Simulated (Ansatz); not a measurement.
## Molecular dynamics of CH$_{5}$ClSi

input.yaml

```yaml
crystal:
  periodic: [false, false, false]
  atoms:
    - { symbol: Si, position_ang: [-0.870935, -0.239768, -0.50475] }
    - { symbol: C, position_ang: [0.840793, 0.070634, 0.208475] }
    - { symbol: Cl, position_ang: [0.884249, -1.287792, 1.672397] }
    - { symbol: H, position_ang: [-1.05136, -1.710489, -0.594754] }
    - { symbol: H, position_ang: [-1.083236, 0.411848, -1.911245] }
    - { symbol: H, position_ang: [-1.85851, 0.131398, 0.644019] }
    - { symbol: H, position_ang: [1.001227, 0.981777, 0.545095] }
    - { symbol: H, position_ang: [1.870487, -0.188143, -0.425018] }
basis:
  gaussian: { orbitals: "6-31G*" }
hamiltonian:
  xc: pbe
md:
  timestep: 1.0
  n_steps: 166
  ensemble: nve_milne
  temperature: 500.0
  initial_velocities: maxwell_boltzmann
  seed: 199314
  masses: [{ species: H, mass: 10.0 }]
```

Command:

```bash
$ ansatz run input.yaml --threads 1 --pin off --max-ram 2048MiB --backend cpu --events-out ev --progress --plain --runs-dir out
```

It goes on from the last frame of an earlier run, with new velocities.

Output, in part (one step line in 3, the closing report, with atoms numbered from 0):

```
md step     0: t =     0.00 fs  T =   500.0 K  F+E_penalty+E_count = -21505.64416554 eV  E_kin = 0.387780 eV  conserved = -21505.25638555 eV  (24 SCF iters)
md step     3: t =     3.00 fs  T =   748.6 K  F+E_penalty+E_count = -21505.83539298 eV  E_kin = 0.580584 eV  conserved = -21505.25480850 eV  (28 SCF iters)
md step     6: t =     6.00 fs  T =  1277.7 K  F+E_penalty+E_count = -21506.24538736 eV  E_kin = 0.990916 eV  conserved = -21505.25447136 eV  (27 SCF iters)
md step     9: t =     9.00 fs  T =  1024.4 K  F+E_penalty+E_count = -21506.04905789 eV  E_kin = 0.794475 eV  conserved = -21505.25458306 eV  (27 SCF iters)
md step    12: t =    12.00 fs  T =   703.7 K  F+E_penalty+E_count = -21505.80049447 eV  E_kin = 0.545723 eV  conserved = -21505.25477110 eV  (28 SCF iters)
md step    15: t =    15.00 fs  T =   892.4 K  F+E_penalty+E_count = -21505.94694597 eV  E_kin = 0.692134 eV  conserved = -21505.25481234 eV  (28 SCF iters)
md step    18: t =    18.00 fs  T =  1021.2 K  F+E_penalty+E_count = -21506.04690341 eV  E_kin = 0.792008 eV  conserved = -21505.25489552 eV  (27 SCF iters)
md step    21: t =    21.00 fs  T =   952.5 K  F+E_penalty+E_count = -21505.99366916 eV  E_kin = 0.738723 eV  conserved = -21505.25494609 eV  (26 SCF iters)
md step    24: t =    24.00 fs  T =   704.2 K  F+E_penalty+E_count = -21505.80107982 eV  E_kin = 0.546131 eV  conserved = -21505.25494910 eV  (27 SCF iters)
md step    27: t =    27.00 fs  T =   570.1 K  F+E_penalty+E_count = -21505.69710782 eV  E_kin = 0.442165 eV  conserved = -21505.25494248 eV  (28 SCF iters)
md step    30: t =    30.00 fs  T =  1108.1 K  F+E_penalty+E_count = -21506.11412358 eV  E_kin = 0.859421 eV  conserved = -21505.25470220 eV  (27 SCF iters)
md step    33: t =    33.00 fs  T =  1209.0 K  F+E_penalty+E_count = -21506.19224354 eV  E_kin = 0.937628 eV  conserved = -21505.25461573 eV  (27 SCF iters)
md step    36: t =    36.00 fs  T =   584.8 K  F+E_penalty+E_count = -21505.70854199 eV  E_kin = 0.453551 eV  conserved = -21505.25499052 eV  (26 SCF iters)
md step    39: t =    39.00 fs  T =   749.6 K  F+E_penalty+E_count = -21505.83630186 eV  E_kin = 0.581329 eV  conserved = -21505.25497285 eV  (28 SCF iters)
md step    42: t =    42.00 fs  T =  1086.2 K  F+E_penalty+E_count = -21506.09728094 eV  E_kin = 0.842425 eV  conserved = -21505.25485562 eV  (28 SCF iters)
md step    45: t =    45.00 fs  T =   999.1 K  F+E_penalty+E_count = -21506.02973676 eV  E_kin = 0.774834 eV  conserved = -21505.25490253 eV  (28 SCF iters)
md step    48: t =    48.00 fs  T =   754.3 K  F+E_penalty+E_count = -21505.83984796 eV  E_kin = 0.584995 eV  conserved = -21505.25485316 eV  (28 SCF iters)
md step    51: t =    51.00 fs  T =   617.0 K  F+E_penalty+E_count = -21505.73331573 eV  E_kin = 0.478528 eV  conserved = -21505.25478788 eV  (28 SCF iters)
md step    54: t =    54.00 fs  T =   885.7 K  F+E_penalty+E_count = -21505.94156139 eV  E_kin = 0.686880 eV  conserved = -21505.25468165 eV  (28 SCF iters)
md step    57: t =    57.00 fs  T =  1140.4 K  F+E_penalty+E_count = -21506.13904911 eV  E_kin = 0.884449 eV  conserved = -21505.25460034 eV  (28 SCF iters)
md step    60: t =    60.00 fs  T =   862.9 K  F+E_penalty+E_count = -21505.92391417 eV  E_kin = 0.669258 eV  conserved = -21505.25465642 eV  (28 SCF iters)
md step    63: t =    63.00 fs  T =   360.7 K  F+E_penalty+E_count = -21505.53463038 eV  E_kin = 0.279772 eV  conserved = -21505.25485857 eV  (28 SCF iters)
md step    66: t =    66.00 fs  T =   623.0 K  F+E_penalty+E_count = -21505.73809284 eV  E_kin = 0.483171 eV  conserved = -21505.25492170 eV  (28 SCF iters)
md step    69: t =    69.00 fs  T =  1200.2 K  F+E_penalty+E_count = -21506.18572759 eV  E_kin = 0.930862 eV  conserved = -21505.25486601 eV  (27 SCF iters)
md step    72: t =    72.00 fs  T =  1253.2 K  F+E_penalty+E_count = -21506.22681453 eV  E_kin = 0.971919 eV  conserved = -21505.25489519 eV  (28 SCF iters)
md step    75: t =    75.00 fs  T =   889.8 K  F+E_penalty+E_count = -21505.94494319 eV  E_kin = 0.690068 eV  conserved = -21505.25487512 eV  (28 SCF iters)
md step    78: t =    78.00 fs  T =   707.2 K  F+E_penalty+E_count = -21505.80329080 eV  E_kin = 0.548485 eV  conserved = -21505.25480629 eV  (28 SCF iters)
md step    81: t =    81.00 fs  T =   916.9 K  F+E_penalty+E_count = -21505.96583446 eV  E_kin = 0.711125 eV  conserved = -21505.25470960 eV  (28 SCF iters)
md step    84: t =    84.00 fs  T =  1245.5 K  F+E_penalty+E_count = -21506.22063040 eV  E_kin = 0.965959 eV  conserved = -21505.25467099 eV  (27 SCF iters)
md step    87: t =    87.00 fs  T =  1205.3 K  F+E_penalty+E_count = -21506.18948207 eV  E_kin = 0.934772 eV  conserved = -21505.25470992 eV  (27 SCF iters)
md step    90: t =    90.00 fs  T =   760.5 K  F+E_penalty+E_count = -21505.84485063 eV  E_kin = 0.589796 eV  conserved = -21505.25505493 eV  (28 SCF iters)
md step    93: t =    93.00 fs  T =  1114.8 K  F+E_penalty+E_count = -21506.11954500 eV  E_kin = 0.864564 eV  conserved = -21505.25498138 eV  (27 SCF iters)
md step    96: t =    96.00 fs  T =  1204.7 K  F+E_penalty+E_count = -21506.18910486 eV  E_kin = 0.934313 eV  conserved = -21505.25479181 eV  (27 SCF iters)
md step    99: t =    99.00 fs  T =   575.3 K  F+E_penalty+E_count = -21505.70108688 eV  E_kin = 0.446215 eV  conserved = -21505.25487159 eV  (28 SCF iters)
md step   102: t =   102.00 fs  T =   286.8 K  F+E_penalty+E_count = -21505.47727631 eV  E_kin = 0.222437 eV  conserved = -21505.25483922 eV  (28 SCF iters)
md step   105: t =   105.00 fs  T =   530.2 K  F+E_penalty+E_count = -21505.66596762 eV  E_kin = 0.411208 eV  conserved = -21505.25476012 eV  (28 SCF iters)
md step   108: t =   108.00 fs  T =   833.0 K  F+E_penalty+E_count = -21505.90075124 eV  E_kin = 0.646009 eV  conserved = -21505.25474179 eV  (27 SCF iters)
md step   111: t =   111.00 fs  T =   958.3 K  F+E_penalty+E_count = -21505.99792918 eV  E_kin = 0.743200 eV  conserved = -21505.25472898 eV  (28 SCF iters)
md step   114: t =   114.00 fs  T =   753.6 K  F+E_penalty+E_count = -21505.83923188 eV  E_kin = 0.584455 eV  conserved = -21505.25477715 eV  (28 SCF iters)
md step   117: t =   117.00 fs  T =   588.3 K  F+E_penalty+E_count = -21505.71119313 eV  E_kin = 0.456257 eV  conserved = -21505.25493651 eV  (28 SCF iters)
md step   120: t =   120.00 fs  T =  1089.3 K  F+E_penalty+E_count = -21506.09971386 eV  E_kin = 0.844851 eV  conserved = -21505.25486238 eV  (26 SCF iters)
md step   123: t =   123.00 fs  T =  1153.0 K  F+E_penalty+E_count = -21506.14909084 eV  E_kin = 0.894227 eV  conserved = -21505.25486392 eV  (27 SCF iters)
md step   126: t =   126.00 fs  T =   728.6 K  F+E_penalty+E_count = -21505.82014075 eV  E_kin = 0.565096 eV  conserved = -21505.25504434 eV  (28 SCF iters)
md step   129: t =   129.00 fs  T =   933.0 K  F+E_penalty+E_count = -21505.97851336 eV  E_kin = 0.723607 eV  conserved = -21505.25490601 eV  (28 SCF iters)
md step   132: t =   132.00 fs  T =  1030.2 K  F+E_penalty+E_count = -21506.05377381 eV  E_kin = 0.798956 eV  conserved = -21505.25481768 eV  (25 SCF iters)
md step   135: t =   135.00 fs  T =   821.0 K  F+E_penalty+E_count = -21505.89155918 eV  E_kin = 0.636759 eV  conserved = -21505.25480037 eV  (28 SCF iters)
md step   138: t =   138.00 fs  T =   608.0 K  F+E_penalty+E_count = -21505.72631047 eV  E_kin = 0.471566 eV  conserved = -21505.25474412 eV  (28 SCF iters)
md step   141: t =   141.00 fs  T =   435.8 K  F+E_penalty+E_count = -21505.59267193 eV  E_kin = 0.337958 eV  conserved = -21505.25471367 eV  (28 SCF iters)
md step   144: t =   144.00 fs  T =   491.5 K  F+E_penalty+E_count = -21505.63594594 eV  E_kin = 0.381216 eV  conserved = -21505.25472945 eV  (28 SCF iters)
md step   147: t =   147.00 fs  T =   994.8 K  F+E_penalty+E_count = -21506.02624659 eV  E_kin = 0.771561 eV  conserved = -21505.25468550 eV  (28 SCF iters)
md step   150: t =   150.00 fs  T =  1091.3 K  F+E_penalty+E_count = -21506.10110315 eV  E_kin = 0.846387 eV  conserved = -21505.25471585 eV  (27 SCF iters)
md step   153: t =   153.00 fs  T =   622.4 K  F+E_penalty+E_count = -21505.73778178 eV  E_kin = 0.482706 eV  conserved = -21505.25507623 eV  (28 SCF iters)
md step   156: t =   156.00 fs  T =   924.6 K  F+E_penalty+E_count = -21505.97207324 eV  E_kin = 0.717088 eV  conserved = -21505.25498492 eV  (27 SCF iters)
md step   159: t =   159.00 fs  T =  1137.5 K  F+E_penalty+E_count = -21506.13702389 eV  E_kin = 0.882196 eV  conserved = -21505.25482780 eV  (28 SCF iters)
md step   162: t =   162.00 fs  T =   880.1 K  F+E_penalty+E_count = -21505.93738072 eV  E_kin = 0.682556 eV  conserved = -21505.25482442 eV  (27 SCF iters)
md step   165: t =   165.00 fs  T =   668.3 K  F+E_penalty+E_count = -21505.77308699 eV  E_kin = 0.518345 eV  conserved = -21505.25474155 eV  (28 SCF iters)
md step   166: t =   166.00 fs  T =   635.1 K  F+E_penalty+E_count = -21505.74739641 eV  E_kin = 0.492537 eV  conserved = -21505.25485969 eV  (26 SCF iters)
Total energy: -21505.74742725 eV, -790.3216408322 hartree
Atom 0 at    -0.944607    -0.277318    -0.472321 Å, force    -1.230526     0.496237    -1.157527 eV/Å
Atom 1 at     0.761601    -0.199668     0.226816 Å, force     1.726850     3.602845     3.562222 eV/Å
Atom 2 at     1.132840    -1.196939     1.746478 Å, force    -0.362066    -0.384327    -0.524389 eV/Å
Atom 3 at    -1.118808    -1.684403    -0.908730 Å, force    -0.303903    -0.269682     0.041244 eV/Å
Atom 4 at    -1.008312     0.586853    -1.732721 Å, force     0.403343    -0.275196     0.216547 eV/Å
Atom 5 at    -2.142261     0.324993     0.226026 Å, force     0.377415    -0.389061     0.453215 eV/Å
Atom 6 at     1.042836     0.956064     0.811712 Å, force    -0.825428    -2.911493    -2.484380 eV/Å
Atom 7 at     1.525924    -0.449070    -0.513913 Å, force     0.214314     0.130678    -0.106933 eV/Å
Dipole moment:     0.000990     0.214928    -0.233972 e Å
```

All steps were run. The conserved energy stayed within 0.24 meV per atom of its start (net change 0.19 meV per atom), so the integration is sound. The system heated up, since it started high on the potential surface and ran downhill. A run of 0.17 ps of so small a system gives no equilibrium averages.

The same pairs are bonded in the first frame and the last. Pairs count as bonded within 1.25 times the sum of covalent radii (0.12 Å more for H–H).

Last frame:

```xyz
8
Properties=species:S:1:pos:R:3
Si -0.945 -0.277 -0.472
C 0.762 -0.200 0.227
Cl 1.133 -1.197 1.746
H -1.119 -1.684 -0.909
H -1.008 0.587 -1.733
H -2.142 0.325 0.226
H 1.043 0.956 0.812
H 1.526 -0.449 -0.514
```

Run time: 8.2 min on 1 CPU thread of a shared host.
